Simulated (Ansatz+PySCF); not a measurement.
**triplet LiHO₂ in separate pieces: levels of theory in one basis**

```yaml
atoms:
  - { symbol: O, position_ang: [0.0000, 0.0000, -2.1389] }
  - { symbol: O, position_ang: [0.0000, 0.0000, 2.1389] }
  - { symbol: Li, position_ang: [30.0000, 0.0000, -0.3995] }
  - { symbol: H, position_ang: [30.0000, 0.0000, 1.1984] }
```

Basis set: 6-31G (spherical functions). Left uncorrelated: 2 orbitals. Correlation on ROHF uses semicanonical orbitals with singles. Charge 0, multiplicity 3.

Computed with Ansatz (development build ahead of 0.2.0); each method stands on the lowest determinant of its kind that the runs found. NEVPT2 correlates all electrons. Active spaces start from the frontier orbitals, and the lowest solution found is given.

```csv
method,E − E(ROHF) (eV),<S²> of the determinant
ROHF,0.00,2.00
UHF,-2.26,3.00
ROHF-MP2,-3.55,–
UHF-MP2,-5.38,3.00
ROHF-CCSD,-4.66,–
UHF-CCSD(T),-7.09,3.00
"CASSCF(6,6)",-3.78,–
"CASSCF(4,4)",-3.33,–
"SC-NEVPT2(6,6)",-6.61,–
"SC-NEVPT2(4,4)",-6.46,–
```

What does ROHF-CCSD(T) give on the same scale?

-4.81 eV.

Is a single determinant a sound starting point here?

It is doubtful. Unrestricted orbitals lower Hartree–Fock by 2.26 eV and <S²> is 3.00 where a pure state has 2.00, a sign of strong static correlation. The CASSCF(6,6) natural occupations are 1.96, 1.00, 1.00, 1.00, 1.00, 0.04. The CASSCF(4,4) natural occupations are 1.00, 1.00, 1.00, 1.00.

Caution for ROHF, ROHF-MP2, ROHF-CCSD, ROHF-CCSD(T): an unrestricted determinant lies well below. Caution for UHF, UHF-MP2, UHF-CCSD(T): the unrestricted determinant is a mixture of spin states. Caution for ROHF-MP2, UHF-MP2, ROHF-CCSD, ROHF-CCSD(T): large amplitudes, a single reference is doubtful. Caution for ROHF-MP2, UHF-MP2, ROHF-CCSD, ROHF-CCSD(T), UHF-CCSD(T): a plain start can end on a higher determinant. Caution for ROHF-MP2: another reference gives a lower total. Caution for UHF-CCSD(T): very large amplitudes, the method is breaking down; the amplitudes may be one of several solutions. Caution for CASSCF(4,4): other starts end on other solutions of this active space.
